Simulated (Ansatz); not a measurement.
## SF (Monosulfur monofluoride): where methods fail along a bond

SF has 2 atoms, charge 0, and is taken as a doublet. As SMILES, `F[S]`. Geometry: relaxed at GFN2-xTB.

```xyz
2

F     0.0000    0.0000    0.0000
S     0.0000    0.0000    1.6265
```

The F1–S2 distance is scanned; the parts on either side stay rigid. Basis STO-3G, 6 core orbitals frozen in the correlated methods; program Ansatz 0.2.0. FCI is exact within this basis and core. Energies in eV from each method's value at 1.627 Å; open shells run as named; a dash marks a point that is missing or didn't converge. The shape above is that at 1.627 Å.

```json
{"distance (Å)": "1.627", "UB3LYP": "0.00", "U-wB97X": "0.00", "UHSE06": "0.00", "UCCSD": "0.00", "UCCSDT": "0.00", "FCI": "0.00"}
{"distance (Å)": "2.033", "UB3LYP": "1.52", "U-wB97X": "1.73", "UHSE06": "1.64", "UCCSD": "0.90", "UCCSDT": "0.96", "FCI": "0.96"}
{"distance (Å)": "2.440", "UB3LYP": "3.19", "U-wB97X": "3.11", "UHSE06": "3.14", "UCCSD": "1.87", "UCCSDT": "1.94", "FCI": "1.94"}
{"distance (Å)": "3.253", "UB3LYP": "3.73", "U-wB97X": "3.47", "UHSE06": "3.58", "UCCSD": "2.13", "UCCSDT": "–", "FCI": "2.20"}
{"distance (Å)": "4.066", "UB3LYP": "3.76", "U-wB97X": "3.48", "UHSE06": "3.60", "UCCSD": "2.14", "UCCSDT": "2.20", "FCI": "2.20"}
```

Departure from the FCI curve at its largest: UB3LYP +1.55 eV at 4.07 Å; U-wB97X +1.28 eV at 4.07 Å; UHSE06 +1.40 eV at 4.07 Å; UCCSD -0.07 eV at 3.25 Å; UCCSDT within 0.005 eV. For the functionals part of the departure is owed to the small basis.
